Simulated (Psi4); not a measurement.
# TPSS/cc-pVTZ run of SiO2 (silicon dioxide molecule)

What is the vertical ionisation energy of SiO2 (silicon dioxide molecule) at TPSS/cc-pVTZ? 

The results are computed with Psi4 1.11.

3 further runs of the same task are left out: 2 that didn't finish, 1 set aside as unsound or not needed.

## Step 1: The structure to begin with

SiO2: 3 atoms, total charge 0, spin state singlet. As SMILES, `O=[Si]=O`. Geometry: relaxed at PBE0-D4/def2-TZVP.

Bond lengths: O1–Si2 1.506 Å, Si2–O3 1.506 Å. Angles: O1–Si2–O3 180.0°.

## Step 2: Energy and forces at TPSS/cc-pVTZ

Contents of input.json:

```json
{
 "schema_name": "qcschema_input",
 "schema_version": 1,
 "molecule": {
  "schema_name": "qcschema_molecule",
  "schema_version": 2,
  "symbols": ["O", "Si", "O"],
  "geometry": [1.31851861, 2.32360724, 0.98031432, -1.89e-05, 0.0, 0.0, -1.31851861, -2.32362614, -0.98031432],
  "molecular_charge": 0,
  "molecular_multiplicity": 1,
  "fix_symmetry": "c1",
  "fix_com": true,
  "fix_orientation": true
 },
 "driver": "gradient",
 "model": {
  "method": "tpss",
  "basis": "cc-pVTZ"
 },
 "keywords": {
  "puream": true,
  "e_convergence": 1e-09,
  "d_convergence": 1e-08,
  "scf_type": "pk",
  "dft_radial_points": 99,
  "dft_spherical_points": 590,
  "scf_properties": ["QUADRUPOLE", "MULLIKEN_CHARGES", "WIBERG_LOWDIN_INDICES"]
 }
}
```

Run with:

```
psi4 --qcschema input.json -n 1 --memory 2200MB
```

stdout, cut to the lines that bear on the results:

```text
[...]
  Running in c1 symmetry.
[...]
  Nuclear repulsion =   89.956439058073471
[...]
  Multiplicity = 1
[...]
  Nalpha       = 15
  Nbeta        = 15
[...]
    Number of basis functions: 94
[...]
   @RKS iter   1:  -439.53331191962872   -1.22869e-02   1.26631e-02 DIIS/ADIIS
[...]
   @RKS iter  11:  -440.05398527739857   -5.34328e-12   1.96923e-09 DIIS
[...]
    Orbital Energies [Eh]
    ---------------------
    Doubly Occupied:
       1A    -65.763390     2A    -18.912082     3A    -18.912080
       4A     -5.189113     5A     -3.566397     6A     -3.566397
       7A     -3.557640     8A     -0.931337     9A     -0.908274
      10A     -0.424456    11A     -0.356159    12A     -0.345758
      13A     -0.345758    14A     -0.307181    15A     -0.307181
[...]
  @RKS Final Energy:  -440.05398527739857
   => Energetics <=
    Nuclear Repulsion Energy =             89.9564390580734710
    One-Electron Energy =                -787.2059109091458140
    Two-Electron Energy =                 295.3440198283680047
    DFT Exchange-Correlation Energy =     -38.1485332546942146
    Empirical Dispersion Energy =           0.0000000000000000
    VV10 Nonlocal Energy =                  0.0000000000000000
    Total Energy =                       -440.0539852773985672
[...]
 Multipole Moments:
 ------------------------------------------------------------------------------------
     Multipole            Electronic (a.u.)      Nuclear  (a.u.)        Total (a.u.)
 ------------------------------------------------------------------------------------
 L = 1.  Multiply by 2.5417464519 to convert [e a0] to [Debye]
 Dipole X            :          0.0002461           -0.0002646           -0.0000185
 Dipole Y            :          0.0001603           -0.0001512            0.0000091
 Dipole Z            :         -0.0000000            0.0000000           -0.0000000
 Magnitude           :                                                    0.0000206
 L = 2.  Multiply by 1.3450342976 to convert [e a0^2] to [Debye ang]
 Quadrupole XX       :        -44.4636327           27.8158612          -16.6477715
 Quadrupole XY       :        -52.0441306           49.0197096           -3.0244211
[...]
  Mulliken Charges: (a.u.)
   Center  Symbol    Alpha    Beta     Spin     Total
       1     O     4.17506  4.17506  0.00000 -0.35013
       2    SI     6.64987  6.64987  0.00000  0.70026
       3     O     4.17506  4.17506  0.00000 -0.35013
   Total alpha = 15.00000, Total beta = 15.00000, Total charge = -0.00000
  Wiberg Bond Indices using Orthogonal Lowdin Orbitals:
[...]
  -Total Gradient:
     Atom            X                  Y                   Z
    ------   -----------------  -----------------  -----------------
       1       -0.012217571692    -0.021531557066    -0.009083925719
       2       -0.000001137205    -0.000000781973    -0.000000443863
       3        0.012218708494     0.021532339096     0.009084369534
[...]
```

The result, in JSON:

```text
{
 "driver": "gradient",
 "model": {
  "method": "tpss",
  "basis": "cc-pVTZ"
 },
 "success": true,
 "return_result": [-0.012217571692498264, -0.021531557065899265, -0.009083925718566421, -1.1372045307457753e-06, -7.819734963269775e-07, -4.43863128378979e-07, 0.01221870849428025, 0.02153233909596841, 0.009084369534184289],
 "properties": {
  "calcinfo_nbasis": 94,
  "calcinfo_nmo": 94,
  "calcinfo_nalpha": 15,
  "calcinfo_nbeta": 15,
  "calcinfo_natom": 3,
  "nuclear_repulsion_energy": 89.95643905807347,
  "return_energy": -440.05398527739857,
  "return_gradient": [-0.012217571692498264, -0.021531557065899265, -0.009083925718566421, -1.1372045307457753e-06, -7.819734963269775e-07, -4.43863128378979e-07, 0.01221870849428025, 0.02153233909596841, 0.009084369534184289],
  "scf_one_electron_energy": -787.2059109091458,
  "scf_two_electron_energy": 295.344019828368,
  "scf_xc_energy": -38.148533254694215,
  "scf_dipole_moment": [-1.8489479692190976e-05, 9.129858633282124e-06, -3.775522442450716e-08],
  "scf_total_energy": -440.05398527739857,
  "scf_total_gradient": [-0.012217571692498264, -0.021531557065899265, -0.009083925718566421, -1.1372045307457753e-06, -7.819734963269775e-07, -4.43863128378979e-07, 0.01221870849428025, 0.02153233909596841, 0.009084369534184289],
  "scf_iterations": 11
 }
}
```

Wall time 69 s (1 thread of Intel Xeon at 2.50GHz (Skylake/Cascade Lake), shared host); peak memory 1.5 GiB.

## Step 3: The doublet cation: a single-point energy at UTPSS/cc-pVTZ

Contents of job.py:

```python
import psi4

psi4.set_memory(2200000000)
psi4.set_num_threads(1)
psi4.set_output_file('psi4.out', False)

m = psi4.geometry("""
1 2
O      0.697730     1.229600     0.518760
Si    -0.000010     0.000000     0.000000
O     -0.697730    -1.229610    -0.518760
symmetry c1
""")

psi4.set_options({
    'basis': 'cc-pVTZ',
    'reference': 'uks',
    'puream': True,
    'e_convergence': 1e-09,
    'd_convergence': 1e-08,
    'scf_type': 'pk',
    'dft_radial_points': 99,
    'dft_spherical_points': 590,
    'maxiter': 100,
})

energy_value, wavefunction = psi4.energy("tpss", return_wfn=True)
psi4.oeprop(wavefunction, "QUADRUPOLE", "MULLIKEN_CHARGES", "LOWDIN_CHARGES", title="TPSS")
print(f'tpss energy: {energy_value:.10f} Eh')
```

Run with:

```
python job.py
```

psi4.out, cut to the lines that bear on the results:

```text
[...]
  Running in c1 symmetry.
[...]
  Nuclear repulsion =   89.956438948079580
[...]
  Multiplicity = 2
[...]
  Nalpha       = 15
  Nbeta        = 14
[...]
    Number of basis functions: 94
[...]
   @UKS iter   1:  -439.36464925792251    1.56376e-01   8.50897e-03 ADIIS/DIIS
[...]
   @UKS iter  13:  -439.60674292785421   -1.19371e-12   7.52123e-09 DIIS
[...]
   @S^2 Observed:                7.690547014E-01
[...]
  @UKS Final Energy:  -439.60674292785421
   => Energetics <=
    Nuclear Repulsion Energy =             89.9564389480795796
    One-Electron Energy =                -777.4299053384606850
    Two-Electron Energy =                 285.6771767834750335
    DFT Exchange-Correlation Energy =     -37.8104533209481772
    Empirical Dispersion Energy =           0.0000000000000000
    VV10 Nonlocal Energy =                  0.0000000000000000
    Total Energy =                       -439.6067429278542136
[...]
 Multipole Moments:
 ------------------------------------------------------------------------------------
     Multipole            Electronic (a.u.)      Nuclear  (a.u.)        Total (a.u.)
 ------------------------------------------------------------------------------------
 L = 1.  Multiply by 2.5417464519 to convert [e a0] to [Debye]
 Dipole X            :         -0.0000238           -0.0000001           -0.0000238
 Dipole Y            :         -0.0000012           -0.0000000           -0.0000012
 Dipole Z            :          0.0000031           -0.0000000            0.0000031
 Magnitude           :                                                    0.0000241
 L = 2.  Multiply by 1.3450342976 to convert [e a0^2] to [Debye ang]
 Quadrupole XX       :        -12.3606323            0.0000000          -12.3606323
 Quadrupole XY       :          0.3554538            0.0000000            0.3554538
[...]
  Mulliken Charges: (a.u.)
   Center  Symbol    Alpha    Beta     Spin     Total
       1     O     4.27592  3.72903  0.54688 -0.00495
       2    SI     6.44817  6.54193 -0.09376  1.00990
       3     O     4.27591  3.72904  0.54688 -0.00495
   Total alpha = 15.00000, Total beta = 14.00000, Total charge =  1.00000
  Lowdin Charges: (a.u.)
   Center  Symbol    Alpha    Beta     Spin     Total
       1     O     4.11399  3.61605  0.49794  0.26996
       2    SI     6.77202  6.76789  0.00413  0.46009
       3     O     4.11399  3.61606  0.49793  0.26995
[...]
```

Standard output:

```text
tpss energy: -439.6067429279 Eh
```

It took 67 s on 1 thread of Intel Xeon at 2.50GHz (Skylake/Cascade Lake), shared host; peak memory 1.5 GiB.

## Step 4: Results

Level: TPSS/cc-pVTZ.

```
                                          quantity          value
                        singlet SiO2: total energy  -440.05399 Eh
                       singlet SiO2: dipole moment         0.00 D
                         singlet SiO2: HOMO energy       -8.36 eV
                         singlet SiO2: LUMO energy       -4.10 eV
                       singlet SiO2: HOMO–LUMO gap        4.26 eV
            singlet SiO2: largest force on an atom     1.356 eV/Å
                      doublet cation: total energy  -439.60674 Eh
doublet cation: HOMO energy (highest over α and β)      -16.65 eV
 doublet cation: LUMO energy (lowest over α and β)      -15.99 eV
                              doublet cation: ⟨S²⟩          0.769
vertical ionisation energy (to the doublet cation)      12.170 eV
```

Removing an electron at fixed nuclei costs 12.17 eV (281 kcal/mol). The largest force (singlet SiO2) is 1.36 eV/Å: the shape isn't a stationary point for this species at this level. The negative HOMO energy of the first species, 8.36 eV, lies 3.81 eV below that difference. Mulliken charges (singlet SiO2) run from -0.35 on O1 to +0.70 on Si2.
